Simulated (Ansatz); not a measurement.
in.yaml

```yaml
crystal:
  periodic: [false, false, false]
  atoms:
    - {symbol: B, position_ang: [0.000000, 0.000000, 0.000000]}
    - {symbol: O, position_ang: [0.000000, 0.000000, 1.403204]}
basis:
  gaussian: {orbitals: 6-31G}
magnetization: {spin_polarized: true, initial_magnetization: 3}
hamiltonian: {xc: {name: B3LYP}}
```

```sh
$ ansatz run in.yaml --threads 1 --pin off --events-out ev --progress --plain --max-ram 2393MiB
```

Roughly how long does this take on 1 thread of Arm Neoverse V2, shared host, and how much host memory?

0.69 s wall and 0.07 GiB.

```
201 factors; integrals over basis functions are off by at most 1.3e-4 eV
mean field evaluation 1: about -2714.3197 eV, gradient 1.2e1 eV
mean field evaluation 2: about -2713.6160 eV, gradient 1.8e1 eV
mean field evaluation 4: about -2714.9841 eV, gradient 2.4e-1 eV
mean field evaluation 8: about -2714.9833 eV, gradient 6.8e-3 eV
mean field evaluation 16: about -2714.9833 eV, gradient 2.4e-7 eV
mean field evaluation 32: about -2714.9833 eV, gradient 1.8e-3 eV
mean field -2715.44965598 eV, -99.7909342594 hartree, gradient 2.3e-5 eV, S^2 3.751289; 3 other end points of the search recorded, 0 dependent functions left out
reference -2715.44979085 eV, -99.7909392158 hartree; 8, 5 occupied and 10, 13 virtual orbitals, 201 factors
Total energy: -2715.44979085 eV, -99.7909392158 hartree
```
